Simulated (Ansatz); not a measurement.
**How far each method lies from UCCSDT(Q) for [Br···H···S], triplet**

Geometry: a point of a hydrogen-transfer path between rigid fragments, not a stationary point.

```xyz
3

Br    0.0000    0.0000   -1.7123
H     0.0000    0.0000   -0.1773
S     0.0000    0.0000    1.8897
```

Basis cc-pVTZ; Ansatz 0.2.0. Only valence electrons are correlated (noble-gas cores and the filled d shells of p-block atoms frozen), which leaves 14 electrons in 72 orbitals. Prefix R: restricted or restricted open-shell reference; prefix U: unrestricted. Active spaces: valence = (14e, 9o) chosen from the atoms' valence shells. No spin–orbit coupling is included, and no scalar relativity.

Full CI isn't at hand for all of this; UCCSDT(Q) serves as the reference, and is uncertain by about the last step of the cluster series. The frozen core follows each run's orbitals, which can shift R against U totals by a few meV for light atoms and by up to 0.1 eV past Ca.

The UHF ⟨S²⟩ is 2.014. The T1 diagnostic (RCCSD) is 0.0129 and the largest doubles amplitude (RCCSD) is 0.052. The T1 diagnostic (UCCSD) is 0.0093.

Task: From what is known of these methods and the diagnostics, rank them by the size of their error in total energy against UCCSDT(Q) in cc-pVTZ, smallest first (an estimate: the text doesn't fix the numbers).
A. UHF
B. UCCSDT
C. UCCSD
D. UMP2
E. UCCSD(T)

Result: B (1.3 kJ/mol), E (4.6 kJ/mol), C (37.2 kJ/mol), D (141.1 kJ/mol), A (924.7 kJ/mol).

All errors are against UCCSDT(Q) in cc-pVTZ. Within each family the higher level lies nearer, as is usual though not guaranteed.

Natural occupations of CASSCF (valence space) about the gap: 1.999 1.999 1.969 1.000 1.000 0.034; effectively unpaired electrons, Σ n²(2−n)², 2.01.
